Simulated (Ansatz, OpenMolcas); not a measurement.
# BH2O (SMILES B[O]): methods side by side

The species is BH2O (4 atoms), meant as a doublet with charge 0. As SMILES, `B[O]`. Geometry: relaxed at PBE0-D4/def2-TZVP.

```xyz
4

B    -0.0011   -0.0103   -0.0151
O     1.0253   -0.3408    0.6769
H    -1.0526   -0.5877    0.1516
H     0.0839    0.8785   -0.8336
```

Quantity: the energy change with the B1–H3 bond stretched from 1.211 to 2.422 Å, in eV. The values are calculated.

```csv
level,kind,program,value (eV),less FCI/STO-3G,CPU time (all runs)
USVWN5/STO-3G,LDA,Ansatz,3.43,+0.85,0.91 s
UBLYP/STO-3G,GGA,Ansatz,3.14,+0.56,1.5 s
UPBE/STO-3G,GGA,OpenMolcas,3.17,+0.59,7.6 s
U-r2SCAN/STO-3G,meta-GGA,OpenMolcas,3.39,+0.81,11 s
UPBE0/STO-3G,global hybrid,Ansatz,3.54,+0.96,1.7 s
U-wB97X/STO-3G,range-separated hybrid,Ansatz,3.69,+1.11,8.2 s
UCCSD(T)/STO-3G,coupled cluster or CI,Ansatz,2.66,+0.08,0.52 s
FCI/STO-3G,exact in the basis,Ansatz,2.58,0.00,0.87 s
```

FCI/STO-3G is exact within its basis and frozen core, so for wave-function methods in that basis the difference is their error; functionals converge differently with the basis, so for them it is only a difference. The first shape isn't each level's own minimum. The values span 2.58 to 3.69 eV. Spin contamination of the reference (⟨S²⟩ at least 0.1 too high) touches UCCSD(T)/STO-3G. All rows use very small basis sets, so none should be taken for the real molecule's value. Times are those of the runs behind each value, whatever else they computed, on shared processors of several kinds: orders of magnitude only.
